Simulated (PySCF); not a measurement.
## Bond curve of Cl₂

Set-up: basis Cl def2-SVPD; no relativity; PySCF 2.14. Energies in eV from Cl + Cl in their ground configurations at the same level. State: singlet, closed shell.

Curves on a restricted Hartree–Fock reference rise too fast on stretching and do not dissociate correctly.

```
R (Å)      RHF  BHandHLYP
1.748   0.7284     -0.538
1.830   0.0442     -1.207
1.911  -0.3173     -1.566
1.972  -0.4373     -1.691
2.033  -0.4620     -1.725
2.094  -0.4146     -1.692
2.175  -0.2685     -1.570
2.277   0.0066     -1.332
2.399   0.4195     -0.972
2.562   1.0379     -0.434
```

Put a parabola through the three lowest points of the RHF curve and estimate Re, k and ωe (reduced mass 17.48 u; 1 eV/Å² = 0.16022 mdyn/Å; ωe = 1302.8·√(k/μ) cm⁻¹).

Through R = 1.972, 2.033, 2.094 Å the second-order coefficient is 9.69 eV/Å², so Re ≈ 2.023 Å, k ≈ 3.10 mdyn/Å and ωe ≈ 549 cm⁻¹. A polynomial fit of higher order to the unrounded RHF energies gives Re = 2.021 Å, k = 3.27 mdyn/Å, ωe = 563 cm⁻¹; anharmonicity and rounding make the difference.

The higher-order fit for each curve: RHF: Re = 2.021 Å, ωe = 563 cm⁻¹, De = 0.464 eV; BHandHLYP: Re = 2.031 Å, ωe = 535 cm⁻¹, De = 1.73 eV.

Where the molecule has an RHF reference, its open-shell atoms are computed with UHF.
